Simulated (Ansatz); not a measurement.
Structure relaxation of Zn2W

Theory: Ansatz, DFT PBE, scalar-relativistic, plane waves, PAW. Cutoff 420 eV, Γ-centred k mesh, Gaussian smearing, no spin polarisation in the final step.

Zn2W was placed on the cubic Laves (C15) structure type (Fd-3m, No. 227), with W in place of Mg, Zn in place of Cu, at a guessed volume.

```yaml
crystal:
  lattice:
    - [0.00000, 3.54491, 3.54491]
    - [3.54491, 0.00000, 3.54491]
    - [3.54491, 3.54491, 0.00000]
  atoms:
    - { symbol: Zn, position: [0.62500, 0.62500, 0.62500] }
    - { symbol: Zn, position: [0.12500, 0.62500, 0.62500] }
    - { symbol: Zn, position: [0.62500, 0.62500, 0.12500] }
    - { symbol: Zn, position: [0.62500, 0.12500, 0.62500] }
    - { symbol: W, position: [0.00000, 0.00000, 0.00000] }
    - { symbol: W, position: [0.25000, 0.25000, 0.25000] }
```

Steps on the 4×4×4 mesh (6 atoms). 4 of 5 steps are shown, and the free energy counts from the last. Trial steps that were taken back and renewals of the plane-wave basis can be among the rows.

```csv
step,ΔF (meV/atom),V (Å³/atom),P (GPa)
1,30.1,14.85,-10.04
2,2.2,13.67,3.84
3,-0.7,13.98,-0.45
5,0.0,13.94,0.00
```

A final relaxation ran on a 10×10×10 mesh. The relaxed crystal, Fd-3m (No. 227):

Space group Fd-3m:1 (No. 227). a = 6.944 Å, b = 6.944 Å, c = 6.944 Å, α = 90.00°, β = 90.00°, γ = 90.00°
```json
{"atom": "Zn", "site": "16c", "symmetry": ".-3m", "x": "0.1250", "y": "0.1250", "z": "0.1250"}
{"atom": "W", "site": "8b", "symmetry": "-43m", "x": "0.0000", "y": "0.0000", "z": "0.5000"}
```

```json
{
  "Volume per atom": "13.95 Å³",
  "Density": "12.48 g/cm³",
  "Energy over the elements": "0.15 eV/atom",
  "Gap on the 10×10×10 mesh": "0 eV (a metal)"
}
```

Energies over the elements count from the elements' standard structures at the same level, with no empirical corrections.

The final run used a 10×10×10 mesh on its 6-atom cell and 0.10 eV smearing. The k mesh leaves about 4 meV/atom of noise in metals. Spin–orbit coupling is left out.

A structure relaxed within its symmetry needn't be a true minimum.

Cost: 4 runs of about 0.56 core-minutes in all, on Intel Xeon 6975P-C (Granite Rapids) (shared hosts).